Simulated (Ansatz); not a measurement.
Rock-salt RbBr, treated with r²SCAN+rVV10 in Ansatz (PAW).

Excerpt of the program's output:

```
Crystal: 2 atoms, lattice volume = 80.226 Å³
Basis set: ecut = 560 eV, 2421 PW (Γ), exchange–correlation on 120×120×120 points (27 copies of the dense FFT grid, shifted against one another)
Bands: 12, of which v1, the nominal top of the filled ones, is band 8 counted from 1 (7 counted from 0)
Symmetry: 48 space group operations
Space group: Fm-3m (ITA 225), of the structure as read, at distance tolerance 4.3e-5 Å
k-points: 29 of 512
Functional: x = r2scan, c = r2scan + rvv10(b = 11.95, C = 0.0093); τ floored in thin density (d = 2e-4 eV/Å³)
SCF iter   1: F=—  HF=-6071.902551 eV  |F-HF|=—  |Δ(HF+E_count)|=         —  Δρ=2.53e-3  dr2=1.81e-3  dr2_τ=2.51e-3
SCF iter   2: F=—  HF=-6071.919043 eV  |F-HF|=—  |Δ(HF+E_count)|=   1.65e-2  Δρ=1.37e-3  dr2=4.07e-4  dr2_τ=8.89e-5
  ...
SCF iter   7: F=—  HF=-6071.919235 eV  |F-HF|=—  |Δ(HF+E_count)|=   9.70e-9  Δρ=1.03e-6  dr2=4.36e-10  dr2_τ=2.57e-11
SCF iter   8: F=-6071.919235 eV  HF=-6071.919235 eV  |F-HF|=1.46e-11  |Δ(HF+E_count)|=  8.37e-11  Δρ=1.69e-7  dr2=1.65e-11  dr2_τ=8.17e-13
SCF 1 converged in 8 iterations: F = -6071.919235 eV  dr2 = 1.65e-11
SCF converged after 8 iterations
Free energy (F): -6071.919235 eV
Internal energy: -6071.919235 eV  (E = F + TS)
E sigma→0 (E₀):  -6071.919235 eV
Fermi energy:    3.258237 eV
--- Stress (GPa, compression-positive) ---
        0.000063      -0.000000       0.000000
        0.000000       0.000063       0.000000
        0.000000      -0.000000       0.000063
  P = ⅓ Tr σ = 0.0001 GPa (0.001 kbar)
```

Task: Write an input file that could have produced this run (the log leaves some choices open).

Result: This is not unique; one that fits is 
Ansatz 0.2 input:
```yaml
crystal:
  lattice:
    - [0.0, 3.4231729966, 3.4231729966]
    - [3.4231729966, 0.0, 3.4231729966]
    - [3.4231729966, 3.4231729966, 0.0]
  atoms:
    - { symbol: Rb, position: [0.0, 0.0, 0.0] }
    - { symbol: Br, position: [0.5, 0.5, 0.5] }
basis:
  ecutwfc: 560
  ecutrho_ratio: 4
  xc_grid: 3
kpoints:
  mp_grid: { grid: [8, 8, 8] }
  band_path:
    path:
      - [0.0, 0.0, 0.0]
      - [0.055556, 0.0, 0.055556]
      - [0.111111, 0.0, 0.111111]
      - [0.166667, 0.0, 0.166667]
      - [0.222222, 0.0, 0.222222]
      - [0.277778, 0.0, 0.277778]
      - [0.333333, 0.0, 0.333333]
      - [0.388889, 0.0, 0.388889]
      - [0.444444, 0.0, 0.444444]
      - [0.5, 0.0, 0.5]
      - [0.5625, 0.125, 0.5625]
      - [0.625, 0.25, 0.625]
      - [0.375, 0.375, 0.75]
      - [0.333333, 0.333333, 0.666667]
      - [0.291667, 0.291667, 0.583333]
      - [0.25, 0.25, 0.5]
      - [0.208333, 0.208333, 0.416667]
      - [0.166667, 0.166667, 0.333333]
      - [0.125, 0.125, 0.25]
      - [0.083333, 0.083333, 0.166667]
      - [0.041667, 0.041667, 0.083333]
      - [0.071429, 0.071429, 0.071429]
      - [0.142857, 0.142857, 0.142857]
      - [0.214286, 0.214286, 0.214286]
      - [0.285714, 0.285714, 0.285714]
      - [0.357143, 0.357143, 0.357143]
      - [0.428571, 0.428571, 0.428571]
      - [0.5, 0.5, 0.5]
      - [0.5, 0.458333, 0.541667]
      - [0.5, 0.416667, 0.583333]
      - [0.5, 0.375, 0.625]
      - [0.5, 0.333333, 0.666667]
      - [0.5, 0.291667, 0.708333]
      - [0.5, 0.25, 0.75]
      - [0.5, 0.1875, 0.6875]
      - [0.5, 0.125, 0.625]
      - [0.5, 0.0625, 0.5625]
    npoints: 1
hamiltonian:
  xc: r2scan
  dispersion: rvv10
  pseudopotentials: { kind: paw }
scf:
  occupations: { method: fermi_dirac, width: 0.01 }
  convergence: { dr2_threshold: 0.0000000002 }
output:
  forces: true
  stress: true
  eigenvalues: true
  write_bands: true
```

The PAW data were made under PBE.

Computing time: around 8 core-seconds (rough).

Ansatz is an electronic-structure program.
